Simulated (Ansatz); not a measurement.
A structure relaxed at PBE0-D4/def2-TZVP, charge 0, multiplicity 2:

Cartesian coordinates in Å:
```
O -0.4276 -0.3471 1.1582
Si 0.5234 0.2617 -0.0480
O -0.3562 0.2344 -1.4326
H -0.1893 -0.1205 2.0585
H 1.6940 -0.6230 -0.3408
H -1.2444 0.5945 -1.3954
```

Problem. Give its formula and SMILES.

Solution. H3O2Si, `O[SiH]O`.

Problem. Summarise the bond lengths by kind.

Solution. 2 × O–Si 1.641 to 1.652 Å; 2 × H–O 0.959 Å; 1 × H–Si 1.496 Å.

Computed with Ansatz.
